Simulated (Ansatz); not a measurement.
Nudged elastic band run: C2H2ClFO2

input.yaml

```yaml
crystal:
  periodic: [false, false, false]
  atoms:
    - { symbol: O, position_ang: [0.527205, -1.434145, 0.030112] }
    - { symbol: C, position_ang: [-0.200105, -0.228336, 0.106379] }
    - { symbol: O, position_ang: [-1.495065, -0.385312, 0.609829] }
    - { symbol: C, position_ang: [0.330898, 0.96276, -0.280133] }
    - { symbol: F, position_ang: [1.607371, 1.028957, -0.767033] }
    - { symbol: Cl, position_ang: [-0.582902, 2.507004, -0.189964] }
    - { symbol: H, position_ang: [1.419673, -1.117438, -0.350394] }
    - { symbol: H, position_ang: [-1.514975, -1.39059, 0.785504] }
basis:
  gaussian: { orbitals: STO-3G }
hamiltonian:
  xc: pbe0
  dispersion: d4
neb:
  order_check: false
  images: 5
  f_tol: 0.03
  max_iterations: 10
  final_atoms:
    - { symbol: O, position_ang: [0.94470093, -1.21001713, 0.18210941] }
    - { symbol: C, position_ang: [-0.01053823, -0.17251355, 0.04563811] }
    - { symbol: O, position_ang: [-1.3727292, -0.47368677, 0.26480787] }
    - { symbol: C, position_ang: [0.39468383, 1.09215914, -0.24716795] }
    - { symbol: F, position_ang: [1.65489649, 1.43306416, -0.60480553] }
    - { symbol: Cl, position_ang: [-0.78479226, 2.46094, -0.19023017] }
    - { symbol: H, position_ang: [0.58168851, -1.93954396, -0.43536536] }
    - { symbol: H, position_ang: [-1.31581007, -1.24750189, 0.92931361] }
  initial_path:
    images:
      - { positions_ang: [[0.527205, -1.434145, 0.030112], [-0.200105, -0.228336, 0.106379], [-1.495065, -0.385312, 0.609829], [0.330898, 0.96276, -0.280133], [1.607371, 1.028957, -0.767033], [-0.582902, 2.507004, -0.189964], [1.419673, -1.117438, -0.350394], [-1.514975, -1.39059, 0.785504]] }
      - { positions_ang: [[0.55085125, -1.40886222, -0.1002363], [-0.18932996, -0.2130932, 0.05777833], [-1.45518286, -0.38858568, 0.61289239], [0.3355465, 0.99579031, -0.3111804], [1.55440048, 1.07008867, -0.85711694], [-0.58695724, 2.50508438, -0.11707821], [1.34160879, -1.24078672, -0.0987751], [-1.45883697, -1.37673555, 0.75801623]] }
      - { positions_ang: [[0.57449751, -1.38357944, -0.23058459], [-0.17855492, -0.1978504, 0.00917765], [-1.41530072, -0.39185936, 0.61595579], [0.340195, 1.02882062, -0.34222781], [1.50142997, 1.11122034, -0.94720087], [-0.59101248, 2.50316477, -0.04419242], [1.26354458, -1.36413544, 0.15284379], [-1.40269893, -1.36288109, 0.73052846]] }
      - { positions_ang: [[0.59814376, -1.35829666, -0.36093289], [-0.16777988, -0.1826076, -0.03942302], [-1.37541858, -0.39513303, 0.61901918], [0.3448435, 1.06185092, -0.37327521], [1.44845945, 1.15235201, -1.03728481], [-0.59506772, 2.50124515, 0.02869337], [1.18548037, -1.48748416, 0.40446269], [-1.3465609, -1.34902664, 0.70304069]] }
      - { positions_ang: [[0.71366282, -1.30887015, -0.17991879], [-0.115366, -0.17924292, -0.01106931], [-1.37452212, -0.42131761, 0.50094874], [0.36145695, 1.07195366, -0.33123945], [1.5172718, 1.24592273, -0.89312505], [-0.65830924, 2.4878101, -0.04428114], [0.98421641, -1.63817076, 0.12452001], [-1.33631062, -1.31518506, 0.77846499]] }
      - { positions_ang: [[0.82918187, -1.25944364, 0.00109531], [-0.06295212, -0.17587823, 0.0172844], [-1.37362566, -0.44750219, 0.38287831], [0.37807039, 1.0820564, -0.2892037], [1.58608414, 1.33949344, -0.74896529], [-0.72155075, 2.47437505, -0.11725565], [0.78295246, -1.78885736, -0.15542268], [-1.32606034, -1.28134347, 0.8538893]] }
      - { positions_ang: [[0.94470093, -1.21001713, 0.18210941], [-0.01053823, -0.17251355, 0.04563811], [-1.3727292, -0.47368677, 0.26480787], [0.39468383, 1.09215914, -0.24716795], [1.65489649, 1.43306416, -0.60480553], [-0.78479226, 2.46094, -0.19023017], [0.58168851, -1.93954396, -0.43536536], [-1.31581007, -1.24750189, 0.92931361]] }
```

Launched with:

```bash
$ ansatz run input.yaml --threads 1 --pin off --max-ram 2048MiB --backend cpu --events-out ev --progress --plain --runs-dir out
```

Output, in part (warnings, iteration lines):

```
NEB end point (image 0): max|allowed force component| = 1.486e-2 eV/Å (the criterion of neb.relax_end_points is 1.000e-2)
NEB end point (image 6): max|allowed force component| = 1.125e-2 eV/Å (the criterion of neb.relax_end_points is 1.000e-2)
NEB iter   1: max|band force component| = 1.309e2 eV/Å  barrier→ = 22.7876 eV  barrier← = 22.5898 eV  Δτ_max = 0.1753 Å  (164 SCF iters)
NEB iter   2: max|band force component| = 9.140e1 eV/Å  barrier→ = 15.8190 eV  barrier← = 15.6212 eV  Δτ_max = 0.1987 Å  (141 SCF iters)
NEB iter   3: max|band force component| = 2.753e1 eV/Å  barrier→ = 4.7947 eV  barrier← = 4.5969 eV  Δτ_max = 0.1997 Å  (138 SCF iters)
NEB iter   4: max|band force component| = 1.674e1 eV/Å  barrier→ = 2.2951 eV  barrier← = 2.0973 eV  Δτ_max = 0.1976 Å  (145 SCF iters)
NEB iter   5: max|band force component| = 6.131e0 eV/Å  barrier→ = 0.8180 eV  barrier← = 0.6202 eV  Δτ_max = 0.1967 Å  (144 SCF iters)
NEB iter   6: max|band force component| = 3.712e0 eV/Å  barrier→ = 0.8146 eV  barrier← = 0.6168 eV  Δτ_max = 0.1923 Å  (144 SCF iters)
NEB iter   7: max|band force component| = 2.161e0 eV/Å  barrier→ = 0.7322 eV  barrier← = 0.5344 eV  Δτ_max = 0.1928 Å  (142 SCF iters)
NEB iter   8: max|band force component| = 4.120e0 eV/Å  barrier→ = 1.2672 eV  barrier← = 1.0694 eV  Δτ_max = 0.0958 Å  (151 SCF iters)
NEB iter   9: max|band force component| = 1.335e0 eV/Å  barrier→ = 0.5730 eV  barrier← = 0.3752 eV  Δτ_max = 0.1899 Å  (131 SCF iters)
NEB iter  10: max|band force component| = 5.234e-1 eV/Å  barrier→ = 0.2931 eV  barrier← = 0.0953 eV  Δτ_max = 0.0923 Å  (158 SCF iters)
Error: NEB band did not converge after 10 iterations: max|band force component| = 5.23e-1 eV/Å (threshold 3.0e-2); raise `neb.max_iterations` in a new run, which can start from the last band evaluated (`neb.initial_path`, with `crystal.atoms` and `neb.final_atoms` set to its first and last images), …
```

The run ended unconverged. The band didn't meet its force threshold, so its energies are provisional: the largest band force was still 0.52 eV/Å, and over the last iterations the top moved between 0.29 and 1.27 eV. Limits of this set-up: minimal basis.

Final band (atoms are numbered from 1 in the order of the input):

```tsv
image	path coordinate (Å)	energy (kJ/mol)	dihedral H7–O1–C2–C4 (°)
0	0.00	0.0	0
1	0.56	8.0	38
2	1.12	18.4	87
3	1.68	23.0	124
4	2.25	28.3	150
5	2.76	23.1	-168
6	3.27	19.1	-129
```

Time of the run: 3.2 min on 1 thread of Intel(R) Xeon(R) Processor @ 2.50GHz (Skylake/Cascade Lake) (shared host), peak memory 0.12 GiB.
